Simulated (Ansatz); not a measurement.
**Two structures, one formula**

Two relaxed structures of CH3BF, doublet (PBE0-D4/def2-TZVP; forces vanish, vibrations not checked).

A:

```
6
angstrom
B -0.8038 -0.7746 -0.1938
C 0.3689 0.1414 0.1730
F 1.3460 -0.4033 0.9921
H -1.7391 -0.5021 -0.8802
H 0.8527 0.4913 -0.7537
H -0.0246 1.0473 0.6626
```

B:

```xyz
6
angstrom
B 0.2025 0.8062 -0.7263
C 0.1600 -0.2146 0.4450
F -0.6663 0.8118 -1.7083
H -0.8443 -0.6207 0.6047
H 0.8207 -1.0476 0.1719
H 0.5485 0.2005 1.3752
```

Ansatz 0.2.0; basis: def2-TZVPP; cores frozen in the correlated methods; orbitals are unrestricted. B3LYP uses VWN-RPA correlation.

**Question.** Which structure is lower at CCSD(T), and by how much? (Judge from chemistry; the value comes from the calculation.)

**Answer.** By the calculation: B, by 255.9 kJ/mol (electronic energy, against the other). By their contacts, A is CH₃BF ([BH][CH2][F]) and B is CH₃BF ([CH3][B][F]).

All methods give the same order:

```tsv
method	E(B) − E(A) (kJ/mol)
PBE-D4	-250.9
r2SCAN-D4	-256.7
PBE0-D4	-252.6
B3LYP-D4	-251.1
wB97M-V	-252.8
HF	-247.5
MP2	-264.7
CCSD	-254.2
CCSD(T)	-255.9
```

No T1 diagnostic of these runs exceeds 0.015. ⟨S²⟩ of the unrestricted Hartree–Fock references: 0.75 (a pure state has 0.75).

Labels in which every atom is bracketed show which atoms are joined, not bond orders.

For scale, one of the runs: CCSD(T)/def2-TZVPP, 135 basis functions, launched by `ansatz run in.yaml --threads 2 --pin off --events-out ev --progress --plain --max-ram 4352MiB`. Hardware: 2 CPU threads of an Arm Neoverse V2, shared host. Wall time 37 s; peak host memory 1.7 GiB.
